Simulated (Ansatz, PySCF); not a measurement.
Breaking a bond: ClNa, singlet.

Levels: UHF/cc-pVDZ (Ansatz, a first-principles code); RHF/cc-pVDZ (Ansatz); UKS-PBE0 = unrestricted PBE0/cc-pVDZ (Ansatz); RKS-PBE0 = restricted PBE0/cc-pVDZ (Ansatz); UKS-PBE = unrestricted PBE/cc-pVDZ run with Ansatz; RKS-PBE = restricted PBE/cc-pVDZ in Ansatz; UKS-B3LYP/6-31G* = unrestricted B3LYP/6-31G*, spherical d (PySCF); RKS-B3LYP/6-31G* = restricted B3LYP/6-31G*, spherical d in PySCF; UKS-B3LYP/LANL2DZ = unrestricted B3LYP/LANL2DZ, with its core potentials past Ne (PySCF 2.14.0); RKS-B3LYP/LANL2DZ = restricted B3LYP/LANL2DZ, with its core potentials past Ne (PySCF 2.14.0); UKS-LDA (SVWN5)/6-31G* = unrestricted LDA (SVWN5)/6-31G*, spherical d run with PySCF; RKS-LDA (SVWN5)/6-31G* = restricted LDA (SVWN5)/6-31G*, spherical d (PySCF 2.14.0).

Scanned distances (Å): 1.92, 2.09, 2.24, 2.33, 2.43, 2.56, 2.62, 2.69, 2.78, 2.90, 3.01, 3.18, 3.39, 3.59, 3.92, 4.30, 4.72, 5.30, 5.92, 6.65, 7.72, 9.11.

Question: Where does the unrestricted solution first break spin symmetry (<S²> of 0.01 or more)?

Answer: UHF: between 4.72 and 5.30 Å; UKS-PBE0: between 3.92 and 4.30 Å; UKS-PBE: between 3.92 and 4.30 Å; UKS-B3LYP/6-31G*: between 3.92 and 4.30 Å; UKS-B3LYP/LANL2DZ: between 3.92 and 4.30 Å; UKS-LDA (SVWN5)/6-31G*: between 3.92 and 4.30 Å.

```tsv
R / Å	<S²> UHF	E(RHF) − E(UHF) / kcal/mol	<S²> UKS-PBE0	E(RKS-PBE0) − E(UKS-PBE0) / kcal/mol	<S²> UKS-PBE	E(RKS-PBE) − E(UKS-PBE) / kcal/mol	<S²> UKS-B3LYP/6-31G*	E(RKS-B3LYP/6-31G*) − E(UKS-B3LYP/6-31G*) / kcal/mol	<S²> UKS-B3LYP/LANL2DZ	E(RKS-B3LYP/LANL2DZ) − E(UKS-B3LYP/LANL2DZ) / kcal/mol	<S²> UKS-LDA (SVWN5)/6-31G*	E(RKS-LDA (SVWN5)/6-31G*) − E(UKS-LDA (SVWN5)/6-31G*) / kcal/mol
1.92	0.00	0.0	0.00	0.0	0.00	0.0	0.00	0.0	0.00	0.0	0.00	0.0
2.09	0.00	0.0	0.00	0.0	0.00	0.0	0.00	0.0	0.00	0.0	0.00	0.0
2.24	0.00	0.0	0.00	0.0	0.00	0.0	0.00	0.0	0.00	0.0	0.00	0.0
2.33	0.00	0.0	0.00	0.0	0.00	0.0	0.00	0.0	0.00	0.0	0.00	0.0
2.43	0.00	0.0	0.00	0.0	0.00	0.0	0.00	0.0	0.00	0.0	0.00	0.0
2.56	0.00	0.0	0.00	0.0	0.00	0.0	0.00	0.0	0.00	0.0	0.00	0.0
2.62	0.00	0.0	0.00	0.0	0.00	0.0	0.00	0.0	0.00	0.0	0.00	0.0
2.69	0.00	0.0	0.00	0.0	0.00	0.0	0.00	0.0	0.00	0.0	0.00	0.0
2.78	0.00	0.0	0.00	0.0	0.00	0.0	0.00	0.0	0.00	0.0	0.00	0.0
2.90	0.00	0.0	0.00	0.0	0.00	0.0	0.00	0.0	0.00	0.0	0.00	0.0
3.01	0.00	0.0	0.00	0.0	0.00	0.0	0.00	0.0	0.00	0.0	0.00	0.0
3.18	0.00	0.0	0.00	0.0	0.00	0.0	0.00	0.0	0.00	0.0	0.00	0.0
3.39	0.00	0.0	0.00	0.0	0.00	0.0	0.00	0.0	0.00	0.0	0.00	0.0
3.59	0.00	0.0	0.00	0.0	0.00	0.0	0.00	0.0	0.00	0.0	0.00	0.0
3.92	0.00	0.0	0.00	0.0	0.00	0.0	0.00	0.0	0.00	0.0	0.00	0.0
4.30	0.00	0.0	0.09	0.1	0.12	0.1	0.07	0.0	0.01	0.0	0.03	0.0
4.72	0.00	0.0	0.24	1.1	0.27	0.8	0.24	0.8	0.24	0.8	0.19	0.4
5.30	0.98	3.6	0.37	2.9	0.39	2.0	0.37	2.3	0.37	2.5	0.33	1.3
5.92	1.00	11.1	0.45	4.6	0.47	3.0	0.45	3.7	0.45	4.1	0.42	—
6.65	1.01	18.2	0.51	6.3	0.51	4.0	0.50	5.1	0.50	5.6	0.48	—
7.72	1.01	26.0	0.56	8.0	0.55	4.7	0.55	6.4	0.55	7.1	0.52	—
9.11	1.01	32.9	0.60	9.4	0.58	5.2	0.58	7.6	0.59	8.4	0.54	—
```

A dash means that the run gave no value there, or that the column was ended at a point which the program doubted or which failed a test of continuity chosen for this set; such a test can also cut sound points.
